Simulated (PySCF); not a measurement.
Gas-phase reaction: 3 SiCl2F2 + 2 H + SiH4 ⇌ 2 H3SiSiCl3 + 3 F2

Method: PySCF energies plus ideal-gas RRHO corrections (1 bar). † marks an energy on the PBE0/def2-TZVP geometry and frequencies; other levels use their own. CCSD(T) freezes the core. 6-31G* has spherical d functions here. Open shells (unrestricted): H (multiplicity 2); the rest are closed-shell singlets. B3LYP is the form with VWN-RPA correlation. H3SiSiCl3: computed as isolated molecules; such fragments, hydroxides, amides, oligomers or adducts are transient or little studied in the gas. CCSD(T) isn't extrapolated to the basis-set limit. The harmonic model lacks anharmonicity and excited electronic states, which grow with temperature; levels with a mode under 35 cm⁻¹ are left out. Internal rotation in H3SiSiCl3 is treated as a harmonic vibration of one conformer, which makes the entropy rough.

| level | ΔE electronic, kJ | ΔH°(298 K), kJ | ΔS°(298 K), J/K | ΔG°(2500 K), kJ |
|---|---|---|---|---|
| B3LYP/6-31G* | 1863 | 1883 | -48 | 2018 |
| BLYP/def2-TZVP† | 1857 | 1877 | -44 | 2003 |
| CCSD(T)/def2-SVP† | 1864 | 1884 | -44 | 2010 |
| HF/6-31G* | 2196 | 2220 | -50 | 2366 |
| LDA/def2-TZVP† | 1894 | 1914 | -44 | 2040 |
| ωB97M-V/def2-TZVP† | 1989 | 2009 | -44 | 2135 |
ΔH° is lowest at BLYP/def2-TZVP† and highest at HF/6-31G*. No reference value is set beside these.
